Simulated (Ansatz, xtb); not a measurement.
# C3H8S (SMILES CCSC): methods side by side

The species is C3H8S (12 atoms), meant as a singlet with charge 0. SMILES: `CCSC`. The shape is that of a PBE0-D4/def2-TZVP optimisation. This is one conformer, not always the lowest.

Quantity: the atomisation enthalpy at 298 K, in kJ/mol. The values are calculated. The thermal term (zero-point and 298 K enthalpy, harmonic and unscaled) is that of GFN1-xTB; the spin-orbit lowering of the free atoms at 298 K, 1.9 kJ/mol by their spectra, is taken off.

Measured value to compare with: CRC Handbook of Chemistry and Physics gives the atomisation enthalpy at 298 K of the gas as 4231 kJ/mol.

```json
{"level": "revPBE/6-31G* (spherical functions)", "kind": "GGA", "program": "Ansatz", "value (kJ/mol)": "4160", "computed − measured": "-71", "CPU time (all runs)": "6.6 s"}
{"level": "PBE0/6-31G* (spherical functions)", "kind": "global hybrid", "program": "Ansatz", "value (kJ/mol)": "4243", "computed − measured": "+12", "CPU time (all runs)": "7 s"}
{"level": "r2SCAN0/6-31G* (spherical functions)", "kind": "hybrid meta-GGA", "program": "Ansatz", "value (kJ/mol)": "4188", "computed − measured": "-43", "CPU time (all runs)": "15 s"}
{"level": "wB97M-V/6-31G* (spherical functions)", "kind": "range-separated hybrid", "program": "Ansatz", "value (kJ/mol)": "4287", "computed − measured": "+56", "CPU time (all runs)": "76 s"}
{"level": "wB97X/6-31G* (spherical functions)", "kind": "range-separated hybrid", "program": "Ansatz", "value (kJ/mol)": "4236", "computed − measured": "+5", "CPU time (all runs)": "27 s"}
{"level": "PBE-QIDH/6-31G* (spherical functions)", "kind": "double hybrid", "program": "Ansatz", "value (kJ/mol)": "4105", "computed − measured": "-126", "CPU time (all runs)": "9.1 s"}
{"level": "MP2/6-31G* (spherical functions)", "kind": "perturbation theory", "program": "Ansatz", "value (kJ/mol)": "3852", "computed − measured": "-379", "CPU time (all runs)": "2.2 s"}
{"level": "BCCD(T)/6-31G* (spherical functions)", "kind": "coupled cluster or CI", "program": "Ansatz", "value (kJ/mol)": "3834", "computed − measured": "-397", "CPU time (all runs)": "13 s"}
```

Nearest: wB97X/6-31G* (spherical functions) (+5 kJ/mol); farthest: BCCD(T)/6-31G* (spherical functions) (-397 kJ/mol). Computed less measured by kind, in kJ/mol (6-31G* rows): GGA -71; global hybrid -43 to +12; range-separated hybrid +5 to +56; double hybrid -126; perturbation theory -379; coupled cluster or CI -397. In a finite basis correlated wave-function methods underbind, so their errors here aren't those of the basis-set limit. CPU times are rough (shared hosts, several kinds of processor): they show what a rung costs within a factor of a few.
